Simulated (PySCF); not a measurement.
NaN: from constants to spectrum

PBE0 constants of NaN, ³Π (triplet), unpaired electrons σ ↑, π ↑, a second solution, started from another occupation (Na def2-TZVP, N def2-TZVP; no relativity (PySCF 2.14); masses 22.9898 and 14.0031 u):

| Property | Result |
| --- | --- |
| ωe | 489.4 cm⁻¹ |
| ωexe | 3.41 cm⁻¹ |
| Be | 0.4535 cm⁻¹ |
| αe | 0.00503 cm⁻¹ |
| D (centrifugal) | 1.56e-06 cm⁻¹ |

Q: Give the vibrational terms G(v) and spacings up to v = 6.

A: G(v) = ωe(v+½) − ωexe(v+½)².

```tsv
v	G(v) (cm⁻¹)	G(v) − G(v−1)	Bv (cm⁻¹)
0	244		0.4510
1	726	483	0.4460
2	1202	476	0.4409
3	1671	469	0.4359
4	2133	462	0.4309
5	2589	455	0.4258
6	3037	448	0.4208
```
